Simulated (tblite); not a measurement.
Compound: allyldimethylamine, C₅H₁₁N.
SMILES with atom numbers: `[CH2:1]=[CH:2][CH2:3][N:4]([CH3:5])[CH3:6]` (hydrogens: H7, H8 on C1; H9 on C2; H10, H11 on C3; H12, H13, H14 on C5; H15, H16, H17 on C6)

Computed with GFN2-xTB (tblite), gas phase: nudged elastic band of 9 images (0 to 8), spring 0.2 eV/Å², climbing image at the end, force threshold 0.05 eV/Å. The top image wasn't refined or checked by frequencies; at this threshold it can lie a kcal/mol or more above the true saddle point of the method.

Path: rotation about C3–N4 (sp3 carbon bound to nitrogen, tertiary amine nitrogen), followed by the dihedral C2–C3–N4–C6, from -169° to -65°. Start geometry (image 0):
```
atom  x, y, z in Å
C1      2.688   -0.178    0.212
C2      1.614    0.334   -0.359
C3      0.361    0.709    0.369
N4     -0.810    0.163   -0.301
C5     -0.826   -1.283   -0.237
C6     -2.036    0.721    0.228
H7      2.728   -0.371    1.272
H8      3.574   -0.418   -0.350
H9      1.584    0.519   -1.424
H10     0.423    0.387    1.425
H11     0.266    1.800    0.355
H12    -1.655   -1.657   -0.837
H13    -0.939   -1.659    0.794
H14     0.106   -1.669   -0.645
H15    -2.185    0.490    1.295
H16    -2.021    1.804    0.105
H17    -2.879    0.320   -0.333
```

The first guess turns that dihedral rigidly in even steps and adds one set of random displacements (0.04 Å standard deviation a coordinate) to every inner image. Energies of the images above image 0 (eV) in the early part of the optimisation:

| iteration | 1 | 2 | 3 | 4 | 5 | 6 | 7 | 8 |
| --- | --- | --- | --- | --- | --- | --- | --- | --- |
| 0 | 1.361 | 1.412 | 1.472 | 1.514 | 1.524 | 1.505 | 1.486 | 0.073 |
| 10 | 0.052 | 0.092 | 0.141 | 0.176 | 0.181 | 0.163 | 0.144 | 0.073 |
| 20 | 0.038 | 0.079 | 0.128 | 0.162 | 0.166 | 0.147 | 0.128 | 0.073 |
| 30 | 0.022 | 0.064 | 0.111 | 0.142 | 0.144 | 0.123 | 0.103 | 0.073 |
| 40 | 0.019 | 0.058 | 0.102 | 0.128 | 0.126 | 0.105 | 0.087 | 0.073 |

Question: Where does the band end, and how far was the first guess from it?

Answer: Final energies, images 1 to 8: 0.015, 0.053, 0.094, 0.119, 0.116, 0.095, 0.080, 0.073 eV. The highest point drops from 1.52 eV (image 5) to 0.119 eV (image 4), by 1.40 eV. Image 4 moved by 0.07 Å rms, its dihedral from -120° to -117°. The end images are fixed. The true force on the top image ends at 0.035 eV/Å, and the largest on any image at 0.04 eV/Å; away from the top, the method drives only the force across the path to zero. The last saved iteration is 50.

What follows is the cost of the whole band run. Time: 6.7 s wall; peak memory 0.18 GiB. Hardware: Intel Xeon at 2.50 GHz, one thread, shared host.
